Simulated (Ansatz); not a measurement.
**CHO₂+ (SMILES O=C=[OH+]): single points off equilibrium**

The task here is to estimate one member of a computed series from the others.

The runs use Ansatz 0.2.0, Gaussian basis; single points in def2-TZVPP.

Cores are frozen in the correlated methods.

## Where the work starts

SMILES `O=C=[OH+]`, 4 atoms, charge 1, spin multiplicity 1.

Atoms are counted from 1 here; the program's logs count them from 0.

Bond lengths: O1–C2 1.131 Å, C2–O3 1.202 Å, O3–H4 1.032 Å. Angles: O1–C2–O3 175.8°, C2–O3–H4 137.9°.

Geometry (Å):

```xyz
4
charge 1, multiplicity 1
O     0.33210   -0.00320    1.60810
C     0.14350    0.06600    0.49530
O     0.02180    0.17600   -0.69570
H    -0.46880   -0.30830   -1.46400
```

Set-up of the first run:

The input, run/in.yaml:

```yaml
crystal:
  periodic: [false, false, false]
  atoms:
    - {symbol: O, position_ang: [0.332100, -0.003200, 1.608100]}
    - {symbol: C, position_ang: [0.143500, 0.066000, 0.495300]}
    - {symbol: O, position_ang: [0.021800, 0.176000, -0.695700]}
    - {symbol: H, position_ang: [-0.468800, -0.308300, -1.464000]}
basis:
  gaussian: {orbitals: def2-TZVPP}
total_charge: 1
correlation: {method: ccsd_t}
output: {forces: true}
```

Started as:

```sh
$ ansatz run in.yaml --threads 4 --pin off --events-out ev --progress --plain --max-ram 5222MiB
```

Steps of the session up to this table: CCSD(T)/def2-TZVPP; PBE0-D4/def2-TZVPP; wB97M-V/def2-TZVPP; r2SCAN-D4/def2-TZVPP; PBE-D4/def2-TZVPP; HSE06-D4/def2-TZVPP; revPBE-D4/def2-TZVPP.

One of the session's tables, all rows but one given; the rest of the session is left out.

| method | RMS force component (eV/Å) | angle to CCSD(T) forces (°) |
| --- | --- | --- |
| CCSD(T) | 0.967 | reference |
| PBE0-D4 | 0.842 | 27.9 |
| wB97M-V | 0.901 | 26.0 |
| r2SCAN-D4 | ? | ? |
| PBE-D4 | 0.853 | 20.3 |
| HSE06-D4 | 0.838 | 27.1 |
| revPBE-D4 | 0.964 | 23.9 |

Q: Estimate the row for r2SCAN-D4 from the others.

The run gave: RMS force component (eV/Å): 0.774; angle to CCSD(T) forces (°): 13.8. In the column «RMS force component (eV/Å)» it is the lowest.
